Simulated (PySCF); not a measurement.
## Proton affinity of 2-methoxypropene, site by site

System: 2-methoxypropene, `C=C(C)OC` (C4H8O). Non-hydrogen atoms are numbered in `[CH2:1]=[C:2]([CH3:3])[O:4][CH3:5]`.

Energies: ωB97X-D3(BJ)/def2-TZVP (PySCF, density fitting, integration grid level 2) on PBE0-D3(BJ)/def2-SVP structures. ωB97X-D3(BJ) is ωB97X-V with D3(BJ) in place of VV10. Zero-point and thermal terms (298.15 K, 1 bar) come from unscaled PBE0-D3(BJ)/def2-SVP harmonic frequencies, with soft modes damped to free rotors in the entropy.

```jsonl
{"site": "C1 (alkene carbon)", "product": "C[O+]=C(C)C", "PA / eV": "9.47", "GB / eV": "9.19", "gas share": "> 99.9 %"}
{"site": "O4 (ether oxygen)", "product": "C=C(C)[OH+]C", "PA / eV": "8.09", "GB / eV": "7.79", "gas share": "< 0.1 %"}
```

PA is −ΔH and GB is −ΔG of B + H⁺ → BH⁺ in the gas phase. Shares are Boltzmann weights among the listed products; an error of 10 kJ/mol changes a ratio about 56-fold. Sites whose products fell apart, merged with another or lost in a GFN2-xTB screen aren't listed.

Of the listed sites C1 (alkene carbon) is favoured in the gas phase, 1.40 eV ahead of O4 in free energy.

Measured values (NIST Chemistry WebBook, evaluated or the median of agreeing entries): proton affinity (−ΔH) 895 kJ/mol (computed 914, difference 19); gas-phase basicity (−ΔG) 866 kJ/mol (computed 887, difference 21). These are compared with the most favourable site that keeps the skeleton.
